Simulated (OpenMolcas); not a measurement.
**AlH3Cl− (SMILES [AlH3-][Cl]): a chain of runs**

Wanted: a single-point energy (UHF/STO-3G), then a single-point energy (CASSCF(2,2)/STO-3G), then the energy (CASPT2(2,2)/STO-3G), then a single-point energy (SC-NEVPT2(2,2)/STO-3G), then the energy (MRCI(2,2)/STO-3G) of AlH3Cl−. 

Program for the calculation: OpenMolcas 26.06.

2 further runs of the same task are left out: 1 for a known fault of the program, 1 that didn't finish.

## 1. Starting point

AlH3Cl− has 5 atoms, charge -1, and is taken as a singlet. As SMILES, `[AlH3-][Cl]`. The Al1–H4 distance was set to 4.020 Å, away from the relaxed value. At this shape a bond of the SMILES string is far longer than usual.

Bond lengths: Al1–Cl2 2.098 Å, Al1–H3 1.609 Å, Al1–H5 1.608 Å. Angles: Cl2–Al1–H3 107.0°, Cl2–Al1–H5 107.1°, H3–Al1–H5 111.7°.

## 2. A single-point energy at UHF/STO-3G (run 1)

step1.input reads:

```
* AlClH3 Hartree-Fock
&gateway
baslib
$CurrDir
coord
5
angstrom
Al       0.513189       1.658532       1.621218
Cl      -1.158691       1.656862       2.887968
H        0.630119       3.137462       0.999528
H       -0.160190      -1.106410      -1.218300
H        1.791689       1.289432       2.524448
basis
STO-3G
group
NoSym
&seward
&scf
uhf
charge
-1
scramble
0.25
prorbitals
1 1
```

The basis set STO-3G is read from a file made from the Basis Set Exchange's data (not shown).

Command:

```sh
$ export MOLCAS_MEM=1860
$ pymolcas step1.input > step1.log
```

Standard output:

```text
--- Start Module: gateway ---
[...]
--- Stop Module: gateway /rc=_RC_ALL_IS_WELL_ ---
--- Start Module: seward ---
[...]
      Basis functions           21
--- Stop Module: seward /rc=_RC_ALL_IS_WELL_ ---
--- Start Module: scf ---
[...]
       Convergence after  20 Iterations
[...]
::    Total SCF energy                               -695.1016816657
[...]
      Total spin, S                                     0.6166040610
[...]
      Total electronic charge=   34.000000
      Total            charge=   -1.000000
[...]
      Dipole Moment (debye):
      Origin of the operator (angstrom)=   -0.3754    1.6320    2.2633
                   X= -1.6253E+00               Y= -1.5502E+00               Z= -6.3555E-01           Total=  2.3343E+00
      Center of Charge (angstrom)
[...]
--- Stop Module: scf /rc=_RC_ALL_IS_WELL_ ---
[...]
```

Wall time 1.9 s (1 thread of Arm Neoverse V1, shared host); peak memory 0.37 GiB.

## 3. A single-point energy at CASSCF(2,2)/STO-3G (run 2)

step2.inp reads:

```
* AlClH3 CASSCF
>>> EXPORT MOLCAS_PRINT=2
&GATEWAY
BASLIB = $CurrDir
COORD
5
angstrom
Al       0.513189       1.658532       1.621218
Cl      -1.158691       1.656862       2.887968
H        0.630119       3.137462       0.999528
H       -0.160190      -1.106410      -1.218300
H        1.791689       1.289432       2.524448
BASIS = STO-3G
GROUP = NoSym
&SEWARD
&RASSCF
FILEORB = $CurrDir/step1.UnaOrb
SPIN = 1
NACTEL = 2 0 0
INACTIVE = 16
RAS2 = 2
ORBLISTING = Nothing
```

The basis set STO-3G is read from a file made from the Basis Set Exchange's data (not shown).

Command:

```sh
$ export MOLCAS_MEM=1860
$ pymolcas step2.inp > step2.log
```

Standard output:

```text
--- Start Module: gateway ---
[...]
--- Stop Module: gateway /rc=_RC_ALL_IS_WELL_ ---
--- Start Module: seward ---
[...]
      Basis functions           21
--- Stop Module: seward /rc=_RC_ALL_IS_WELL_ ---
--- Start Module: rasscf ---
[...]
      Number of active orbitals                  2
[...]
      Spin quantum number                      0.0
[...]
      Active orbitals                            2
[...]
      Number of CSFs                             3
[...]
      Number of root(s) required                 1
[...]
      Convergence after  6 iterations
[...]
      printout of CI-coefficients larger than  0.05 for root  1
      energy=    -695.101993
      conf/sym  11     Coeff  Weight
             1  20  -0.74999 0.56248
             3  02   0.66145 0.43752
      Natural orbitals and occupation numbers for root  1
      sym 1:   1.124959   0.875041
      ************************************************************************************************************************
      *                                                    Final results                                                     *
[...]
::    RASSCF root number  1 Total energy:   -695.10199307
[...]
      Total electronic charge=   34.000000
      Total            charge=   -1.000000
[...]
      Dipole Moment (debye):
      Origin of the operator (angstrom)=   -0.3754    1.6320    2.2633
                   X= -1.6159E+00               Y= -1.5119E+00               Z= -5.9628E-01           Total=  2.2918E+00
      Center of Charge (angstrom)
[...]
--- Stop Module: rasscf /rc=_RC_ALL_IS_WELL_ ---
[...]
```

Run time: 1.6 s. Hardware: 1 thread of Arm Neoverse V1, shared host; peak memory 0.37 GiB.

## 4. A single-point energy at CASPT2(2,2)/STO-3G (run 3)

step3.input reads:

```
>>> EXPORT MOLCAS_PRINT=2
&GATEWAY
BASLIB = $CurrDir
COORD
5
angstrom
Al       0.513189       1.658532       1.621218
Cl      -1.158691       1.656862       2.887968
H        0.630119       3.137462       0.999528
H       -0.160190      -1.106410      -1.218300
H        1.791689       1.289432       2.524448
BASIS = STO-3G
GROUP = NoSym
&SEWARD
&RASSCF
FILEORB = $CurrDir/step2.RasOrb
SPIN = 1
NACTEL = 2 0 0
INACTIVE = 16
RAS2 = 2
ORBLISTING = Nothing
&CASPT2
IMAGINARY = 0.1
FROZEN = 10
```

The basis set STO-3G is read from a file made from the Basis Set Exchange's data (not shown).

Command:

```sh
$ export MOLCAS_MEM=1860
$ pymolcas step3.input > step3.log
```

Standard output:

```text
--- Start Module: gateway ---
[...]
--- Stop Module: gateway /rc=_RC_ALL_IS_WELL_ ---
[...]
      Basis functions           21
[...]
--- Start Module: rasscf ---
[...]
      Number of active orbitals                  2
[...]
      Spin quantum number                      0.0
[...]
      Active orbitals                            2
[...]
      Number of CSFs                             3
[...]
      Number of root(s) required                 1
[...]
      Convergence after  4 iterations
[...]
      printout of CI-coefficients larger than  0.05 for root  1
      energy=    -695.101993
      conf/sym  11     Coeff  Weight
             1  20  -0.74999 0.56248
             3  02   0.66145 0.43752
      Natural orbitals and occupation numbers for root  1
      sym 1:   1.124960   0.875040
      ************************************************************************************************************************
      *                                                    Final results                                                     *
[...]
::    RASSCF root number  1 Total energy:   -695.10199307
[...]
      Total electronic charge=   34.000000
      Total            charge=   -1.000000
[...]
      Dipole Moment (debye):
      Origin of the operator (angstrom)=   -0.3754    1.6320    2.2633
                   X= -1.6159E+00               Y= -1.5119E+00               Z= -5.9628E-01           Total=  2.2918E+00
      Center of Charge (angstrom)
[...]
--- Stop Module: rasscf /rc=_RC_ALL_IS_WELL_ ---
--- Start Module: caspt2 ---
[...]
      E2 (Variational):          -0.0253093237
      Total energy:            -695.1273023895
[...]
      Reference weight:           0.98675
[...]
::    CASPT2 Root  1     Total energy:   -695.12730239
[...]
--- Stop Module: caspt2 /rc=_RC_ALL_IS_WELL_ ---
[...]
```

It took 1.6 s on 1 thread of Arm Neoverse V1, shared host; peak memory 0.37 GiB.

## 5. The energy at SC-NEVPT2(2,2)/STO-3G (run 4)

step4.input reads:

```
* AlClH3 NEVPT2

&GATEWAY
  BASLIB
  $CurrDir
  COORD
  5
  angstrom
  Al       0.513189       1.658532       1.621218
  Cl      -1.158691       1.656862       2.887968
  H        0.630119       3.137462       0.999528
  H       -0.160190      -1.106410      -1.218300
  H        1.791689       1.289432       2.524448
  BASIS
  STO-3G
  GROUP
  NoSym

&SEWARD

&RASSCF
  FILEORB
  $CurrDir/step2.RasOrb
  SPIN
  1
  NACTEL
  2 0 0
  INACTIVE
  16
  RAS2
  2
  ORBLISTING
  Nothing

&CASPT2
  SC-NEVPT2
  FROZEN
  10
```

The basis set STO-3G is read from a file made from the Basis Set Exchange's data (not shown).

Command:

```sh
$ export MOLCAS_MEM=1860
$ pymolcas step4.input > step4.log
```

Standard output:

```text
--- Start Module: gateway ---
[...]
--- Stop Module: gateway /rc=_RC_ALL_IS_WELL_ ---
[...]
      Basis functions           21
[...]
--- Start Module: rasscf ---
[...]
      Number of active orbitals                  2
[...]
      Spin quantum number                      0.0
[...]
      Active orbitals                            2
[...]
      Number of CSFs                             3
[...]
      Number of root(s) required                 1
[...]
      Convergence after  4 iterations
[...]
      printout of CI-coefficients larger than  0.05 for root  1
      energy=    -695.101993
      conf/sym  11     Coeff  Weight
             1  20  -0.74999 0.56248
             3  02   0.66145 0.43752
      Natural orbitals and occupation numbers for root  1
      sym 1:   1.124960   0.875040
      ************************************************************************************************************************
      *                                                    Final results                                                     *
[...]
::    RASSCF root number  1 Total energy:   -695.10199307
[...]
      Total electronic charge=   34.000000
      Total            charge=   -1.000000
[...]
      Dipole Moment (debye):
      Origin of the operator (angstrom)=   -0.3754    1.6320    2.2633
                   X= -1.6159E+00               Y= -1.5119E+00               Z= -5.9628E-01           Total=  2.2918E+00
      Center of Charge (angstrom)
[...]
--- Stop Module: rasscf /rc=_RC_ALL_IS_WELL_ ---
--- Start Module: caspt2 ---
[...]
      E2 (Variational):          -0.0248033758
[...]
      E2 (Variational):          -0.0248013401
      Total energy:            -695.1267944059
[...]
      Reference weight:           0.98728
[...]
::    SC-NEVPT2 Root  1     Total energy:   -695.12679441
[...]
--- Stop Module: caspt2 /rc=_RC_ALL_IS_WELL_ ---
[...]
```

Wall time 1.6 s (1 thread of Arm Neoverse V1, shared host); peak memory 0.37 GiB.

## 6. A single-point energy at MRCI(2,2)/STO-3G (run 5)

step5.input reads:

```
* AlClH3 MRCI

&gateway
  baslib = $CurrDir
  coord
  5
  angstrom
  Al       0.513189       1.658532       1.621218
  Cl      -1.158691       1.656862       2.887968
  H        0.630119       3.137462       0.999528
  H       -0.160190      -1.106410      -1.218300
  H        1.791689       1.289432       2.524448
  basis = STO-3G
  group = NoSym

&seward

&rasscf
  fileorb = $CurrDir/step2.RasOrb
  spin = 1
  nactel = 2 0 0
  inactive = 16
  ras2 = 2
  orblisting = Nothing

&motra
  lumorb
  frozen = 10

&guga
  electrons = 14
  spin = 1
  inactive = 6
  active = 2
  ciall = 1

&mrci
  sdci
```

The basis set STO-3G is read from a file made from the Basis Set Exchange's data (not shown).

Command:

```sh
$ export MOLCAS_MEM=1860
$ pymolcas step5.input > step5.log
```

Standard output:

```text
--- Start Module: gateway ---
[...]
--- Stop Module: gateway /rc=_RC_ALL_IS_WELL_ ---
[...]
      Basis functions           21
[...]
      Number of active orbitals                  2
[...]
      Spin quantum number                      0.0
[...]
      Active orbitals                            2
[...]
      Number of CSFs                             3
[...]
      Number of root(s) required                 1
[...]
      Convergence after  4 iterations
[...]
      printout of CI-coefficients larger than  0.05 for root  1
      energy=    -695.101993
      conf/sym  11     Coeff  Weight
             1  20  -0.74999 0.56248
             3  02   0.66145 0.43752
      Natural orbitals and occupation numbers for root  1
      sym 1:   1.124960   0.875040
      ************************************************************************************************************************
      *                                                    Final results                                                     *
[...]
::    RASSCF root number  1 Total energy:   -695.10199307
[...]
      Dipole Moment (debye):
      Origin of the operator (angstrom)=   -0.3754    1.6320    2.2633
                   X= -1.6159E+00               Y= -1.5119E+00               Z= -5.9628E-01           Total=  2.2918E+00
      Center of Charge (angstrom)
[...]
--- Start Module: guga ---
[...]
--- Stop Module: guga /rc=_RC_ALL_IS_WELL_ ---
[...]
       (But an ACPF correction will be computed)
       USE THE DEFAULT ACPF G-VALUE GFAC=  0.14285714285714285
[...]
                      CI ENERGY:  -695.13795085
[...]
                ACPF CORRECTION:    -0.00088194
[...]
      Total electronic charge=   34.000000
      Total            charge=   -1.000000
[...]
     ACPF CORRECTION:     -0.00088194
[...]
  CI State   1     Total energy:   -695.13795085     QDav:     -0.00103315     QACPF:     -0.00088194
[...]
```

Run time: 1.7 s. Hardware: 1 thread of Arm Neoverse V1, shared host; peak memory 0.37 GiB.

## 7. Summary of results

```
                                                                quantity          value
                                         run 1, UHF/STO-3G: total energy  -695.10168 Eh
                                          run 1, UHF/STO-3G: HOMO energy        3.48 eV
                                          run 1, UHF/STO-3G: LUMO energy       11.21 eV
run 1, UHF/STO-3G: HOMO–LUMO gap (to an unbound level, set by the basis)        7.73 eV
                                                 run 1, UHF/STO-3G: ⟨S²⟩          0.997
                                 run 2, CASSCF(2,2)/STO-3G: total energy  -695.10199 Eh
                                 run 3, CASPT2(2,2)/STO-3G: total energy  -695.12730 Eh
                              run 4, SC-NEVPT2(2,2)/STO-3G: total energy  -695.12679 Eh
                                   run 5, MRCI(2,2)/STO-3G: total energy  -695.13795 Eh
```

⟨S²⟩ (run 1, UHF/STO-3G) is 1.00 where a pure singlet has 0.00: the reference is spin-contaminated. Mulliken charges (run 1, UHF/STO-3G) run from -0.69 on Cl2 to +0.51 on Al1. The HOMO (run 1, UHF/STO-3G) lies at positive energy, 3.48 eV: the electron is unbound at this level or held by a compact basis; values depend on the basis. Mulliken charges (run 2, CASSCF(2,2)/STO-3G) run from -0.69 on Cl2 to +0.52 on Al1. Mulliken charges (run 4, SC-NEVPT2(2,2)/STO-3G) of the CASSCF density run from -0.69 on Cl2 to +0.52 on Al1. Mulliken charges (run 5, MRCI(2,2)/STO-3G) of the CASSCF density run from -0.69 on Cl2 to +0.52 on Al1.
